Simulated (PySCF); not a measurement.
# Complex of formaldehyde and hydrogen chloride

A complex built from formaldehyde and hydrogen chloride; neutral, singlet.

Parts: 1 = formaldehyde (C=O), atoms 1–4; 2 = hydrogen chloride (Cl), atoms 5–6.

Z-matrix (Å and degrees, atoms numbered from 1):
```
C 
O   1 1.2014
H   1 1.1049  2 121.56
H   1 1.1039  3 117.26  2 179.93
Cl  2 3.0942  1 104.44  4 -179.82
H   5 1.3058  3 44.43  1 0.08
```

In these coordinates O2···H6 is 1.809 Å. Part 2 is then moved rigidly along that line, all else held; at short range other atoms may come into contact.

The starting structure comes from a short search with a few starts; no frequency run checks that it is a minimum, and another way of binding may lie lower.

Method: CCSD(T)/aug-cc-pVDZ and MP2/aug-cc-pVTZ, aug-cc-pVQZ counterpoise interaction energy, frozen core, gas phase (PySCF). The geometry comes from PBE0-D3(BJ)/def2-TZVPD.

Counterpoise energies in kcal/mol, cluster less the parts frozen as they stand in it; small is aug-cc-pVDZ, large aug-cc-pVQZ. Estimated limit: HF in aug-cc-pVQZ, MP2 correlation extrapolated as X⁻³ from aug-cc-pVTZ and aug-cc-pVQZ, and CCSD(T) less MP2 in aug-cc-pVDZ; it isn't the exact limit.

Results

```csv
O2···H6 (Å),HF large,MP2 large,SCS-MP2 large,CCSD(T) small,CCSD(T) limit est.
1.628,-0.96,-5.26,-3.73,-2.88,-4.53
1.719,-2.19,-5.86,-4.56,-3.95,-5.27
1.809,-2.96,-6.06,-4.96,-4.53,-5.59
1.899,-3.39,-6.00,-5.07,-4.78,-5.63
1.990,-3.59,-5.78,-4.99,-4.80,-5.48
2.261,-3.43,-4.70,-4.22,-4.21,-4.54
2.713,-2.44,-2.93,-2.71,-2.75,-2.87
3.618,-1.10,-1.15,-1.09,-1.10,-1.12
```

The 8 runs took 20 min in all, one thread each of Arm Neoverse N1 on a shared host, launched as `OMP_NUM_THREADS=1 python cluster_run.py task.json out`.
